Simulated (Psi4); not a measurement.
# CH4Si (SMILES C[SiH]): B3LYP/def2-TZVP

What is the energy change on altering one bond length of CH4Si at B3LYP/def2-TZVP? 

The calculation is run with Psi4 1.11.

2 further runs of the same task are left out: 2 set aside as unsound or not needed.

## 1. The structure to begin with

CH4Si has 6 atoms, charge 0, and is taken as a singlet. As SMILES, `C[SiH]`. Geometry: relaxed at PBE0-D4/def2-TZVP.

Bond lengths: C1–Si2 1.892 Å, C1–H3 1.098 Å, C1–H4 1.091 Å, C1–H5 1.098 Å, Si2–H6 1.531 Å. Angles: C1–Si2–H6 94.2°, Si2–C1–H3 109.7°, Si2–C1–H4 113.8°, Si2–C1–H5 109.5°, H3–C1–H4 109.0°, H3–C1–H5 105.5°, H4–C1–H5 109.0°.

## 2. Energy and gradient at B3LYP/def2-TZVP

Contents of job.dat:

```
memory 2200 mb

molecule {
  C     -0.093500    -0.366000    -0.370300
  Si     0.917300     0.209800     1.122300
  H     -1.156900    -0.410100    -0.102200
  H      0.215000    -1.335600    -0.763000
  H     -0.024000     0.382000    -1.170800
  H      0.142200     1.520000     1.284000
  units angstrom
  symmetry c1
  no_reorient
  no_com
}

set globals {
  basis                def2-TZVP
  puream               true
  e_convergence        1e-09
  d_convergence        1e-08
  scf_type             pk
  dft_radial_points    99
  dft_spherical_points 590
}

E, wfn = gradient("b3lyp", return_wfn=True)
oeprop(wfn, "MULLIKEN_CHARGES", "MAYER_INDICES", "DIPOLE", title="B3LYP")
```

On the command line:

```console
$ psi4 job.dat job.out -n 1
```

job.out:

```text
[...]
  Running in c1 symmetry.
[...]
  Nuclear repulsion =   48.603693658180966
[...]
  Multiplicity = 1
[...]
  Nalpha       = 12
  Nbeta        = 12
[...]
    Number of basis functions: 92
[...]
   @RKS iter   1:  -329.66940695447261   -2.43584e-01   8.93144e-03 ADIIS/DIIS
[...]
   @RKS iter  11:  -329.98647624046396   -8.52651e-13   2.61106e-09 DIIS
[...]
    Orbital Energies [Eh]
    ---------------------
    Doubly Occupied:
       1A    -66.120867     2A    -10.157902     3A     -5.278748
       4A     -3.642462     5A     -3.634174     6A     -3.631166
       7A     -0.703510     8A     -0.475916     9A     -0.413624
      10A     -0.409924    11A     -0.315005    12A     -0.225496
[...]
  @RKS Final Energy:  -329.98647624046396
   => Energetics <=
    Nuclear Repulsion Energy =             48.6036936581809655
    One-Electron Energy =                -551.1413703310151959
    Two-Electron Energy =                 194.9808428584503588
    DFT Exchange-Correlation Energy =     -22.4296424260800826
    Empirical Dispersion Energy =           0.0000000000000000
    VV10 Nonlocal Energy =                  0.0000000000000000
    Total Energy =                       -329.9864762404639009
[...]
  -Total Gradient:
     Atom            X                  Y                   Z
    ------   -----------------  -----------------  -----------------
       1        0.001459294922     0.000709878758     0.002113241349
       2       -0.001016020497    -0.001602249549    -0.002275459996
       3       -0.000278153155     0.000296364584     0.000342025988
       4        0.000334365679    -0.000399859541     0.000045046827
       5        0.000063328508     0.000526817715     0.000006944276
       6       -0.000563384952     0.000468260753    -0.000233009936
[...]
 Multipole Moments:
 ------------------------------------------------------------------------------------
     Multipole            Electronic (a.u.)      Nuclear  (a.u.)        Total (a.u.)
 ------------------------------------------------------------------------------------
 L = 1.  Multiply by 2.5417464519 to convert [e a0] to [Debye]
 Dipole X            :        -21.9011689           21.6515371           -0.2496318
 Dipole Y            :         -1.7691758            1.6960292           -0.0731466
 Dipole Z            :        -24.3892844           24.0720873           -0.3171971
 Magnitude           :                                                    0.4102201
[...]
  Mulliken Charges: (a.u.)
   Center  Symbol    Alpha    Beta     Spin     Total
       1     C     3.22401  3.22401  0.00000 -0.44802
       2    SI     6.92194  6.92194  0.00000  0.15612
       3     H     0.43842  0.43842  0.00000  0.12317
       4     H     0.43915  0.43915  0.00000  0.12170
       5     H     0.43853  0.43853  0.00000  0.12294
       6     H     0.53795  0.53795  0.00000 -0.07590
   Total alpha = 12.00000, Total beta = 12.00000, Total charge = -0.00000
  Mayer Bond Indices:
[...]
```

Run time: 19 s. Hardware: 1 thread of Intel Xeon at 2.60GHz (Ice Lake), shared host; peak memory 1.2 GiB.

## 3. The distorted shape

Contents of ch4si.xyz:

```xyz
6
CH4Si
C      1.182545    -0.313081    -0.692011
Si     2.193345     0.262719     0.800589
H     -1.156900    -0.410100    -0.102200
H      1.491045    -1.282681    -1.084711
H      1.252045     0.434919    -1.492511
H      1.418245     1.572919     0.962289
```

Contents of run_ase.py:

```python
import numpy as np
from ase.calculators.psi4 import Psi4
from ase.io import read

mol = read('ch4si.xyz')
calc = Psi4(atoms=mol, method='b3lyp', basis='def2-TZVP', memory='2200MB', num_threads=1, charge=0, multiplicity=1, label='calc', reference='rks')
calc.psi4.set_options({'puream': True, 'e_convergence': 1e-09, 'd_convergence': 1e-08, 'scf_type': 'pk', 'dft_radial_points': 99, 'dft_spherical_points': 590})
mol.calc = calc

forces = mol.get_forces()
print(f'energy: {mol.get_potential_energy():.6f} eV')
print('forces / eV A^-1')
print(np.round(forces, 5))
```

On the command line:

```console
$ python run_ase.py
```

calc.dat:

```text
[...]
  Running in c1 symmetry.
[...]
  Nuclear repulsion =   45.863788213687393
[...]
  Multiplicity = 1
[...]
  Nalpha       = 12
  Nbeta        = 12
[...]
    Number of basis functions: 92
[...]
   @RKS iter   1:  -329.20756542275473   -1.56322e-02   1.02931e-02 DIIS/ADIIS
[...]
   @RKS iter  14:  -329.82473867058462   -1.13687e-11   5.95567e-09 DIIS
[...]
    Orbital Energies [Eh]
    ---------------------
    Doubly Occupied:
       1A    -66.139249     2A    -10.220615     3A     -5.296404
       4A     -3.659579     5A     -3.651884     6A     -3.649583
       7A     -0.694363     8A     -0.488250     9A     -0.432199
      10A     -0.331973    11A     -0.289728    12A     -0.236667
[...]
  @RKS Final Energy:  -329.82473867058462
   => Energetics <=
    Nuclear Repulsion Energy =             45.8637882136873927
    One-Electron Energy =                -545.2828794463277973
    Two-Electron Energy =                 191.8649478265066648
    DFT Exchange-Correlation Energy =     -22.2705952644508471
    Empirical Dispersion Energy =           0.0000000000000000
    VV10 Nonlocal Energy =                  0.0000000000000000
    Total Energy =                       -329.8247386705846225
[...]
 Multipole Moments:
 ------------------------------------------------------------------------------------
     Multipole            Electronic (a.u.)      Nuclear  (a.u.)        Total (a.u.)
 ------------------------------------------------------------------------------------
 L = 1.  Multiply by 2.5417464519 to convert [e a0] to [Debye]
 Dipole X            :          4.3243040           -3.8703649            0.4539391
 Dipole Y            :          0.0758045           -0.0340717            0.0417327
 Dipole Z            :          2.4628817           -2.6518912           -0.1890095
 Magnitude           :                                                    0.4934845
[...]
  -Total Gradient:
     Atom            X                  Y                   Z
    ------   -----------------  -----------------  -----------------
       1       -0.003195946308    -0.003666842603    -0.013367891249
       2        0.018718206307    -0.003096715314     0.007642722074
       3       -0.040316600861    -0.000452783069     0.010544971901
       4        0.016915537962     0.004423469436    -0.000765075143
       5        0.011638729077     0.000293862092    -0.000703719727
       6       -0.003759528511     0.002499165754    -0.003350625741
[...]
```

The script printed:

```text
energy: -8974.988284 eV
forces / eV A^-1
[[ 0.16434  0.18856  0.6874 ]
 [-0.96253  0.15924 -0.393  ]
 [ 2.07316  0.02328 -0.54224]
 [-0.86983 -0.22746  0.03934]
 [-0.59849 -0.01511  0.03619]
 [ 0.19332 -0.12851  0.1723 ]]
```

Run time: 20 s. Hardware: 1 thread of Intel Xeon at 2.60GHz (Ice Lake), shared host; peak memory 1.2 GiB.

## 4. Results

At B3LYP/def2-TZVP:

```
                                                         quantity          value
                                        first shape: total energy  -329.98648 Eh
                                       first shape: dipole moment         1.04 D
                                         first shape: HOMO energy       -6.14 eV
                                         first shape: LUMO energy       -2.73 eV
                                       first shape: HOMO–LUMO gap        3.41 eV
                            first shape: largest force on an atom     0.152 eV/Å
                                    distorted shape: total energy  -329.82474 Eh
                                   distorted shape: dipole moment         1.25 D
                                     distorted shape: HOMO energy       -6.44 eV
                                     distorted shape: LUMO energy       -4.07 eV
                                   distorted shape: HOMO–LUMO gap        2.37 eV
                        distorted shape: largest force on an atom     2.143 eV/Å
energy change with the C1–H3 bond stretched from 1.098 to 2.415 Å       4.401 eV
```

What this shows: One bond (distorted shape) is far stretched, which a spin-restricted single reference describes badly; a broken-symmetry solution may lie lower. With the C1–H3 bond stretched from 1.098 to 2.415 Å the energy rises by 4.40 eV (101 kcal/mol). The first shape isn't relaxed at this level, so the change isn't measured from a minimum. A restricted reference can't describe the breaking bond well at this length.
